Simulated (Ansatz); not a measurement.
# Which is lower?

Two relaxed structures of BSiNH₅ (charge +1), singlet (PBE0-D4/def2-TZVP; forces vanish, vibrations not checked).

A:

```xyz
8
angstrom
B -1.1694 0.3913 -0.7511
N -0.2116 0.3037 0.1235
Si 0.6970 -1.2993 0.3736
H -2.0236 0.4084 -1.5543
H 0.0208 -2.1770 -0.6025
H 0.0832 1.0887 0.7020
H 2.0944 -0.9789 0.0395
H 0.4418 -1.6437 1.7819
```

B:

```tsv
atom	x (Å)	y (Å)	z (Å)
B1	-0.9118	0.0559	-0.7123
N2	0.0812	0.7947	0.1870
Si3	0.3960	-1.0870	0.1456
H4	-1.8062	0.4782	-1.3550
H5	0.7124	1.4551	-0.2711
H6	-0.3023	1.2572	1.0136
H7	1.6998	-1.3237	-0.4955
H8	0.1308	-1.6304	1.4877
```

Computed with Ansatz 0.2.0 (basis: def2-TZVPP); correlated methods freeze the cores. B3LYP uses VWN-RPA correlation.

Problem. Which structure is lower at CCSD(T), and by how much? (To be estimated.)

Solution. Computed: A, by 23.60 kcal/mol (electronic energy, against the other). By their contacts, A is BSiNH₅ ([BH][NH][SiH3]), total charge +1 and B is BSiNH₅ ([BH]1[NH2][SiH2]1), total charge +1.

All methods give the same order:

```tsv
method	E(B) − E(A) (kcal/mol)
PBE-D4	19.43
r2SCAN-D4	21.66
PBE0-D4	19.64
B3LYP-D4	24.85
wB97M-V	23.45
HF	29.49
MP2	24.95
CCSD	23.81
CCSD(T)	23.60
```

The T1 diagnostic stays at or below 0.014.

Labels in which every atom is bracketed show which atoms are joined, not bond orders.

For scale, one of the runs: CCSD(T)/def2-TZVPP, 174 basis functions, launched by `ansatz run in.yaml --threads 2 --pin off --events-out ev --progress --plain --max-ram 4352MiB`. Time: 20 s of wall clock on 2 CPU threads of an Arm Neoverse V2; the host was shared. Peak host memory: 1.4 GiB.
